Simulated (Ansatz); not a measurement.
Relaxation of AlH$_{5}$OS (8 atoms, charge 0, multiplicity 1), to a largest force component of 0.03 eV/Å in at most 50 steps.

The calculation used RKS PBE0-D4/cc-pVDZ (Ansatz).

```xyz
8
Properties=species:S:1:pos:R:3:forces:R:3
Al -0.046 -0.213 0.069 -0.06 0.19 0.43
O -0.229 -0.434 1.814 0.02 0.03 -0.33
H -1.088 -0.698 2.162 0.02 0.02 -0.02
H 1.453 -0.048 -0.421 -0.01 0.00 0.01
H -1.338 -0.337 -0.855 0.02 0.00 0.00
S -0.030 2.942 1.468 0.02 -0.67 0.16
H 1.326 2.913 1.492 -0.06 0.00 -0.01
H -0.116 1.747 2.161 0.03 0.44 -0.24
```

Question: Where does it end, and by what steps?

Answer: It converged. The force dipped under the threshold on the way, but the program's further checks kept it going. After 9 steps the energy has fallen by 0.242 eV; S6 moved furthest, 0.52 Å. Joined: Al1–S6 (3.45 → 2.64 Å).

```tsv
step	energy less start (eV)	largest force component (eV/Å)	accepted
0	0.0000	0.674	yes
1	-0.0917	0.417	yes
2	-0.1694	0.365	yes
3	-0.1991	0.602	yes
4	-0.2186	0.627	yes
5	-0.2111	0.333	no
6	-0.2389	0.161	yes
7	-0.2357	0.201	no
8	-0.2417	0.028	yes
9	-0.2420	0.026	yes
```

```xyz
8
Properties=species:S:1:pos:R:3
Al -0.015 0.078 0.239
O -0.226 -0.492 1.895
H -1.039 -0.950 2.131
H 1.492 0.083 -0.284
H -1.288 0.041 -0.730
S -0.061 2.571 1.107
H 1.286 2.642 1.252
H -0.216 1.900 2.281
```

Run time: 11 s on 1 thread of AMD EPYC 9R45 96-Core Processor (Zen 5), on a shared host, peak memory 0.15 GiB.
